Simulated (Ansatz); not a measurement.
**Worked example: correlation energy of H$_{2}$B–Al, singlet**

Geometry: a point of a breathe scan, not a stationary point.

```
atom   x (Å)    y (Å)    z (Å)
   B  0.0000   0.0000   2.6459
  Al  0.0000   0.0000  -1.3466
   H  0.0000   1.7909   3.8338
   H  0.0000  -1.7909   3.8338
```

Basis 6-31G; Ansatz 0.2.0. Correlated methods freeze the noble-gas cores, which leaves 8 electrons in 20 orbitals. R marks a restricted (for open shells ROHF) determinant.

Full CI is exact within this basis and frozen core; it isn't the basis-set limit.

Runs differ by some tens of microhartree through their thresholds, so steps under 0.03 kcal/mol mean nothing.

```csv
level,total energy (hartree)
RHF,-267.337810
RMP2,-267.442019
RCCSD*,-267.504103
RCCSD(T)*,-267.514779
RCCSDT,-267.517662
RCCSDT(Q),-267.519256
RCCSDTQ,-267.519089
full CI,-267.519078
```

**Question.** What is the correlation energy at full CI, and what share of it do RMP2 and RCCSDT recover?

**Answer.** E(corr) = -267.519078 − (-267.337810) = -0.181268 hartree = -4.933 eV. RMP2: -0.104209 / -0.181268 = 57.49 %. RCCSDT: -0.179852 / -0.181268 = 99.22 %.

**Question.** By how many kcal/mol does RCCSD(T) miss full CI (1 hartree = 627.509 kcal/mol), and which steps make up the rest?

**Answer.** -267.514779 − (-267.519078) = 0.004299 hartree = 2.70 kcal/mol. Steps: RCCSDT − RCCSD(T) = -1.81, RCCSDT(Q) − RCCSDT = -1.00, RCCSDTQ − RCCSDT(Q) = 0.10, full CI − RCCSDTQ = 0.01 kcal/mol. With more than one leading determinant such errors change with state and geometry, and needn't cancel in differences.

An asterisk marks runs whose energy the program itself flagged as in doubt.
